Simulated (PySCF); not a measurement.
**C₃H₂F+: geometry, coupled-cluster ionisations and excitations**

The runs use PySCF 2.14.0, with density-fitted response routines of our own; the level of theory stands in each step. All values are computed, except where a source is named. Atoms count from 0, in the outputs and in this text.

### Step 1. The molecule as given

6 atoms, charge 1, multiplicity 1; geometry from: GFN2-xTB. The atoms were then displaced at random by about 0.01 Å, so the start is not that level's minimum.

Bonds of the start (Å): F0–C1 1.28, C1–C2 1.40, C2–C3 1.37, C3–C1 1.35, C2–H4 1.07, C3–H5 1.10.

### Step 2. Geometry optimisation at PBE0-D3(BJ)/def2-SVP

Job settings and geometry (Å):

```
{"job": {"xc": "PBE0", "basis": "def2-SVP", "d3": "d3bj", "grid": 1, "shake": 0.01, "kind": "geom"}, "charge": 1, "multiplicity": 1}
F      1.976890    -0.206870     0.495490
C      0.742340    -0.073480     0.186190
C     -0.344480     0.715700    -0.203680
C     -0.463680    -0.638570    -0.013070
H     -0.741230     1.671300    -0.462760
H     -1.145670    -1.498100    -0.020540
```

Command:

```console
OMP_NUM_THREADS=1 python probes_run.py task.json out
```

The driver reads the jobs from task.json and runs them one after another.

**Question.** How long does this first job take on 1 thread of Arm Neoverse V1, shared host, and how much memory does it need?

About 11 s, with a peak of 0.29 GiB.
